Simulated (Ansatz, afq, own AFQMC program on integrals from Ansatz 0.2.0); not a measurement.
# As⁺, quintet in 6-31G, levels against full CI

A free As cation.

Basis 6-31G. Noble-gas cores (and the filled d shells of Ga–Kr and In–Xe) are frozen. Ansatz 0.2.0 and our own AFQMC program on the same integrals; the CISD trial comes from CCSD amplitudes, and released means the phaseless constraint is let go. Free projection: walkers drawn from exp(T), propagated without any constraint. Its projection time is finite, and what remains of the start isn't in its error. Error bars are statistical, one sigma. No spin–orbit coupling.

Determinant: ROHF, the one that the program's search chose, which needn't be the lowest solution.

Full CI on the same integrals is exact in this basis and with this determinant's frozen core.

Cautions: no relativity below Rb; no spin-orbit coupling; inner d shell frozen; another spin lies lower (by 4.87 eV).

The T1 diagnostic is 0.0016, the weight of the determinant in the CISD state is 0.998 and the size of the correlated space is 4 electrons in 15 orbitals.

Reference: full CI, correlation energy -0.082 eV. The released energy is read at 2.40 1/Eh (meV from the phaseless value at times in 1/Eh: -0.01 ± 0.03 at 0.24, 0.02 ± 0.03 at 0.51, 0.03 ± 0.02 at 0.99, -0.01 ± 0.03 at 1.62, 0.00 ± 0.02 at 2.40).

| level | E − E(reference) (kJ/mol) | share of correlation (%) |
| --- | --- | --- |
| HF | 7.9 | 0.00 |
| MP2 | 1.8 | 77.59 |
| CCSD | 0.0 | 99.47 |
| CCSD(T) | 0.0 | 99.87 |
| CCSDT | 0.0 | 99.96 |
| CCSDT(Q) | 0.0 | 99.95 |
| ph-AFQMC/CISD | 0.0 ± 0.01 | 100.00 |
| released AFQMC | 0.0 ± 0.01 | 100.01 |
| free AFQMC | 0.0 ± 0.01 | 99.96 |

CCSDT and higher add their correlation energy to the determinant of the CCSD(T) run, since their own runs factorise the integrals more tightly (a shift of under 2 meV). Free projections are given only where their last times agree within the noise and don't stop above the reference; a slow remainder of the start can still hide under it. A walk keeps the symmetry of its determinant, which the program's search chose and which needn't be the lowest solution, so a lower state of the same spin and another symmetry isn't excluded. Released energies are given only where the last usable release times agree within the noise; a slower fall can still hide under it.
